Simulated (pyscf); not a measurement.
Optimised with ωB97X-D3(BJ)/def2-SVP in PySCF. Correlated levels are frozen-core, on RHF or UHF. ΔMP2 is the change of the MP2 total energy from the triple- to the quadruple-zeta basis.

### Question
How much does it cost (ΔH, 298 K, CCSD(T)/def2-TZVPP + ΔMP2(QZVPP)) to split H₂N–GaH–F at its F–Ga bond into [H₂N–GaH]• + F•?

### Answer
F–Ga to [H₂N–GaH]• + F•: 5.86 eV. The radicals are drawn with the spin at the cut bond; how far it spreads was not checked. Other isomers of [H₂N–GaH]• were not searched in full and may lie lower. The CCSD(T) − MP2 part came from Ansatz, without density fitting, on the same reference. The frozen core leaves the outer d or s,p core shells of the metals and heavy elements correlated in the MP2 and CC values, and def2-TZVPP describes them poorly, which can shift differences by a few kcal/mol. Left out: the spin-orbit lowering of F. Elements up to Kr have no core potential and no relativistic terms here.
